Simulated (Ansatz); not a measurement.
Geometry optimisation, RKS B3LYP-D4/def2-SVP in Ansatz.

The input (input.yaml):

```yaml
crystal:
  periodic: [false, false, false]
  atoms:
    - { symbol: C, position_ang: [-1.03905, 0.70504, -1.6371] }
    - { symbol: Al, position_ang: [0.04155, 0.61286, -0.08113] }
    - { symbol: C, position_ang: [0.70324, -1.09673, 0.88231] }
    - { symbol: H, position_ang: [-2.09221, 0.80406, -1.26767] }
    - { symbol: H, position_ang: [-0.84076, 1.6832, -2.14137] }
    - { symbol: H, position_ang: [0.75041, 1.67564, 0.99349] }
    - { symbol: H, position_ang: [1.79527, -1.0928, 1.02175] }
    - { symbol: H, position_ang: [0.27545, -1.26899, 1.88132] }
    - { symbol: H, position_ang: [0.48776, -2.01252, 0.30961] }
total_charge: -1
basis:
  gaussian: { orbitals: def2-SVP }
hamiltonian:
  xc: b3lyp
  dispersion: d4
relax:
  f_tol: 0.015
  max_steps: 40
```

Command:

```bash
$ ansatz run input.yaml --threads 1 --pin off --max-ram 2048MiB --backend cpu --events-out ev --progress --plain --runs-dir out
```

Problem. Where does it end, and by what steps?

Solution. It converged. The force dipped under the threshold on the way, but the program's further checks kept it going. Limits of this set-up: an anion without diffuse functions, the dipole of an ion depends on the origin. After 13 steps the energy has fallen by 0.958 eV; H4 moved furthest, 1.03 Å.

```
step  energy less start (eV)  largest force component (eV/Å)  accepted
   0                  0.0000                           0.722       yes
   1                 -0.2804                           0.980       yes
   2                 -0.4675                           1.678       yes
   3                 -0.6467                           1.230       yes
   4                 -0.7934                           1.370       yes
   5                 -0.8400                           1.064       yes
   6                 -0.9256                           0.385       yes
   7                 -0.9525                           0.088       yes
   8                 -0.9558                           0.079       yes
   9                 -0.9573                           0.052       yes
  10                 -0.9579                           0.004       yes
  11                 -0.9581                           0.041       yes
  12                 -0.9581                           0.028       yes
  13                 -0.9582                           0.006       yes
```

```xyz
9
Properties=species:S:1:pos:R:3
C -1.007 0.926 -1.333
Al 0.171 0.686 0.056
C 0.615 -1.103 0.889
H -1.567 0.111 -1.825
H -1.250 1.902 -1.787
H 0.995 1.899 0.777
H 1.695 -1.342 0.821
H 0.360 -1.139 1.966
H 0.068 -1.930 0.399
```

The run took 55 s on 1 thread of Arm Neoverse N1 (shared host), peak memory 0.14 GiB.
